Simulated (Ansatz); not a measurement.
Ideal-gas functions of `O=S=S=O` at 600 K and 1 bar, from an Ansatz frequency run at PBE0-D4/def2-TZVP.

Molar mass 96.13 g/mol, point group C2v (symmetry number 2), electronic degeneracy 1, moments of inertia 37.336, 146.668, 184.004 u Å². Harmonic wavenumbers (cm⁻¹, unscaled): 136, 294, 492, 535, 1179, 1234.

Use S(trans) = R[1.5 ln M + 2.5 ln T − 1.1517]; rotational temperatures θ = 24.2544 K / I; S(rot) = R[ln(√π/σ · √(T³/θAθBθC)) + 1.5]; for each mode x = 1.438777 ν̃/T, S = R[x/(eˣ − 1) − ln(1 − e⁻ˣ)] and H = RT x/(eˣ − 1); 1 cm⁻¹ = 0.0119627 kJ/mol; R = 8.31446 J/(mol·K).

**Question.** By hand: the entropy, in J/(mol·K).

**Answer.** Translation 180.3. Rotation: θ = 0.6496, 0.1654, 0.1318 K, giving 108.9. Vibration, mode by mode: 17.67, 11.39, 7.41, 6.79, 1.99, 1.79, in all 47.0. Electronic 0.0. Sum 336.2 J/(mol·K).

**Question.** By hand: H − E and G − E in kJ/mol, counted from the electronic energy.

**Answer.** Zero-point energy ½ × 3870 × 0.0119627 = 23.1; thermal vibration 14.4; translation, rotation and pV give 4 RT = 20.0. H − E = 57.5 kJ/mol, and G − E = 57.5 − 600 × 336.2/1000 = -144.2 kJ/mol.

Vibration gives 14 % of the entropy, 17.7 J/(mol·K) of it from the mode under 150 cm⁻¹: soft modes count most, and the harmonic formula is weakest for them.
